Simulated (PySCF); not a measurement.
## NMR data sheet: Methylsilylchloride

| Property | Result |
| --- | --- |
| Formula | CH5ClSi |
| SMILES | C[SiH2]Cl |
| InChI | InChI=1S/CH5ClSi/c1-3-2/h3H2,1H3 |
| Point group of the computed structure | Cs |
| Degrees of unsaturation | 0 |
| Carbon signals | 1 |
| Proton signals | 2 |

Mapped SMILES: `[CH3:1][SiH2:2][Cl:3]`. Each H is labelled by its parent atom.

Rapidly exchanging positions averaged, one computed conformer, no solvent model, relativity neglected. PBE0-D3(BJ)/def2-TZVP geometry; shielding tensors at B97-2/pcSseg-2 (GIAO); PySCF 2.14.0 with density-fitted response routines.

Scale: 1H, 13C, 29Si against TMS (reference shieldings calculated alike).

| carbon | δC, type | δH (multiplicity) | HMBC from (2–3 bonds) | span of the C tensor (ppm) |
| --- | --- | --- | --- | --- |
| C1 | 0.1, CH3 | 0.50 (t) | H(Si2) | 21 |

Other nuclei:
| atoms | nucleus | environment | δ (ppm) | σ (ppm) |
| --- | --- | --- | --- | --- |
| H(Si2) | 1H | hydrogen on a silicon bonded to C, Cl | 5.22 | 26.41 |
| Si2 | 29Si | silicon bonded to C, Cl, 2 H | -9.3 | 357.8 |

δC 0.1: methyl carbon bonded to Si; an electropositive neighbour leaves it electron-rich and shielded. δH 5.22: hydrogen on a silicon bonded to C, Cl. δH 0.50: hydrogen on a methyl carbon bonded to Si; an electropositive neighbour shields it, as in TMS itself.

Shifts are as computed. Against solution values, carbons near 30 ppm lie about +3 ppm off and those near 130 ppm about +7 ppm. Of 1211 compounds with measured shifts, 218 miss one by over three times the rms of a fit or turn the order of signals round; such compounds aren't used in these exercises. Multiplicities follow the n + 1 count of equivalent neighbours, as no J values were calculated; m marks all less simple cases, F and P coupling included.
